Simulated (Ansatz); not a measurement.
# C₃H₅O₂, SMILES [CH2]C(=O)OC: a ladder of methods at one geometry

Computed with Ansatz's Python interface.

At the Python prompt:
```pycon
>>> from dataclasses import dataclass
>>> from pathlib import Path
>>> import warnings
>>> import ansatz as az
>>> import numpy as np
>>> @dataclass(frozen=True)
... class Options:
...     basis_set: str = 'cc-pVDZ'
...
>>> opts = Options()
>>> GEOMETRY = '''
... C     0.07040    0.86260   -1.73880
... C    -0.32680   -0.00220   -0.66600
... O    -1.22010   -0.85180   -0.76470
... O     0.53540    0.28750    0.39660
... C     0.20870   -0.56570    1.51220
... H    -0.52020    0.83010   -2.68090
... H     0.82480    1.64680   -1.61080
... H     0.44090   -1.58990    1.27710
... H    -0.81820   -0.41080    1.92190
... H     0.88820   -0.25780    2.35630
... '''
>>> warnings.simplefilter('ignore', az.DeckWarning)
>>> geometry = az.Crystal.molecule()
>>> for line in GEOMETRY.strip().splitlines():
...     symbol, *xyz = line.split()
...     geometry = geometry.atom(symbol, [float(v) for v in xyz])
...
>>> calculation = (
...     geometry.calculation()
...     .basis(gaussian=opts.basis_set)
...     .spin('collinear', total=1)
...     .accuracy('high')
... )
>>> print('functional    E (Ha)        dipole (D)   HOMO (eV)  LUMO (eV)')
functional    E (Ha)        dipole (D)   HOMO (eV)  LUMO (eV)
>>> for name in ['hf', 'revpbe', 'lc_wpbe', 'b3lyp', 'pbe0', 'blyp']:
...     data = calculation.functional(name).forces().orbitals().run(threads=1, runs_dir='runs').report
...     lines = Path(data['orbitals_path']).read_text().splitlines()
...     field_of = lambda key: [line.split('=')[1].strip() for line in lines if line.startswith(key)]
...     orbitals = [(27.211386 * float(e), s, float(n)) for e, s, n in zip(field_of('Ene='), field_of('Spin='), field_of('Occup='))]
...     homo = max(e for e, _, n in orbitals if n > 0.5)
...     lumo = min(e for e, _, n in orbitals if n < 0.5)
...     dipole = 4.803205 * np.linalg.norm(data['charge_distribution']['dipole_moment_e_ang'])
...     print(f'{name:10s} {data["free_energy_ev"] / 27.211386246:14.6f} {dipole:9.3f} {homo:11.3f} {lumo:10.3f}')
...
hf            -266.212446     1.637     -11.127      1.807
revpbe        -267.655118     1.625      -5.815     -3.941
lc_wpbe       -267.559006     1.684     -10.201     -0.386
b3lyp         -267.728361     1.658      -6.977     -3.312
pbe0          -267.429447     1.673      -7.359     -2.953
blyp          -267.646795     1.622      -5.616     -3.998
```

Reading the output:
- These settings explore the input space; basis and method may be short of convergence.
- The geometry is a force-field or estimated start, not a minimum of this method, and the basis set is short of its limit. A lower total doesn't mark the better method: functionals have no common bound, and MP2 and coupled cluster aren't variational.
- The species is open-shell (spin multiplicity 2).
- The expectation value of S² is noticeably off S(S+1) in at least one run, so that state is spin-contaminated.
- b3lyp holds the VWN-RPA fit, as in Gaussian; the form of ORCA and Turbomole is b3lyp5.
- Levels such as HOMO and LUMO are orbital energies: with these approximate functionals they aren't the ionisation energy and electron affinity, and their gap isn't the fundamental gap.
- Run time: 79 s on 1 thread of Arm Neoverse V2, with other jobs on the host, peak memory 0.54 GiB.
